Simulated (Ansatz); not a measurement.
Isomers of P$_{2}$S$_{4}$⁺ (doublet), relaxed with PBE0-D4/def2-SVP; total energies from Ansatz at ωB97M-V/def2-TZVP.

| isomer | description | energy (Eh) |
| --- | --- | --- |
| A | point group C2v; 6 × P–S 2.13 to 2.40 Å; 1 × S–S 1.96 Å | -2275.22509 |
| B | point group not assigned; 4 × P–S 2.05 to 2.12 Å; 2 × S–S 2.07 to 2.11 Å | -2275.18299 |
| C | point group not assigned; 5 × P–S 2.02 to 2.33 Å; 1 × S–S 2.00 Å | -2275.19844 |
| D | point group not assigned; 5 × P–S 1.94 to 2.16 Å; 1 × S–S 2.07 Å | -2275.18996 |
| E | point group C2; 3 × S–S 2.05 to 2.09 Å; 2 × P–S 2.06 Å; 1 × P–P 2.11 Å | -2275.16784 |

The isomers come from a short search, and lower ones may exist.

Problem. Work out the relative energies (1 Eh = 2625.5 kJ/mol) and the Boltzmann populations at 1200 K from electronic energies alone (R = 8.314 J/mol/K).

Solution. ΔE: A 0.0, B 110.5, C 70.0, D 92.2, E 150.3 kJ/mol. RT = 9.98 kJ/mol. Factors exp(−ΔE/RT): A 1, B 1.55e-05, C 0.000899, D 9.72e-05, E 2.88e-07; sum 1.001. Populations: A 99.9 %, B 0.0 %, C 0.1 %, D 0.0 %, E 0.0 %. Zero-point energy, vibrational entropy and symmetry numbers are left out and can shift these; an error of 4 kJ/mol changes a ratio by a factor of 1.5. Over the other density-functional and correlated levels in def2 sets, the gap between A and C ranges from 54 to 77 kJ/mol.
